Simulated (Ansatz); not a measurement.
Worked example: correlation energy of Al$_{2}$⁺, quartet

Geometry: that of the Al2, triplet, kept fixed. The doublet lies 1.9 eV lower here.

```xyz
2

Al    0.0000    0.0000    0.0000
Al    0.0000    0.0000    2.4788
```

Basis cc-pVTZ; Ansatz 0.2.0. Correlated methods freeze the noble-gas cores, which leaves 5 electrons in 58 orbitals. R marks a restricted (for open shells ROHF) determinant, U an unrestricted one.

Full CI is exact within this basis and frozen core; it isn't the basis-set limit. The frozen core follows each run's orbitals, which can shift R against U totals by a few meV.

Runs differ by some tens of microhartree through their thresholds and, for an open shell, their frozen cores, so steps under 0.1 kcal/mol mean nothing.

```json
{"level": "UHF", "total energy (hartree)": "-483.521194"}
{"level": "UMP2", "total energy (hartree)": "-483.577317"}
{"level": "UCCSD", "total energy (hartree)": "-483.595358"}
{"level": "UCCSD(T)", "total energy (hartree)": "-483.599136"}
{"level": "UCCSDT", "total energy (hartree)": "-483.600365"}
{"level": "UCCSDT(Q)", "total energy (hartree)": "-483.600533"}
{"level": "full CI", "total energy (hartree)": "-483.600483"}
```

**Question.** What is the correlation energy at full CI, and what share of it do UMP2 and UCCSDT recover?

**Answer.** E(corr) = -483.600483 − (-483.521194) = -0.079289 hartree = -2.158 eV. UMP2: -0.056123 / -0.079289 = 70.78 %. UCCSDT: -0.079171 / -0.079289 = 99.85 %.

**Question.** By how many kcal/mol does UCCSD(T) miss full CI (1 hartree = 627.509 kcal/mol), and which steps make up the rest?

**Answer.** -483.599136 − (-483.600483) = 0.001347 hartree = 0.85 kcal/mol. Steps: UCCSDT − UCCSD(T) = -0.77, UCCSDT(Q) − UCCSDT = -0.11, full CI − UCCSDT(Q) = 0.03 kcal/mol. Differences between like states or geometries often cancel part of this.
